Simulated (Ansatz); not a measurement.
# La (model structure, started from the omega type, P6/mmm, No. 191, 3 atoms in the cell): properties by level of theory

| level (code) | lattice parameter a (Å) | lattice parameter c (Å) |
|---|---|---|
| PBE (Ansatz) | 5.955 | [?] |
| PBEsol (Ansatz) | [?] | 3.524 |
| PBE-D3(BJ) (Ansatz) | 5.822 | 3.535 |

Task: Some entries are withheld; supply them.

Result: 
- PBE (Ansatz, a quantum-chemistry and plane-wave program), lattice parameter c (Å): 3.636
- PBEsol (Ansatz), lattice parameter a (Å): 5.799

Ansatz's density-functional and Hartree–Fock values are scalar-relativistic unless marked +SOC, with PAW data made under PBE.

The computed numbers hold no vibrational or temperature effects.

A model structure was made by putting elements into a prototype or built by hand; it is no filed structure, need not be a known phase, and can be a saddle point held by its symmetry.
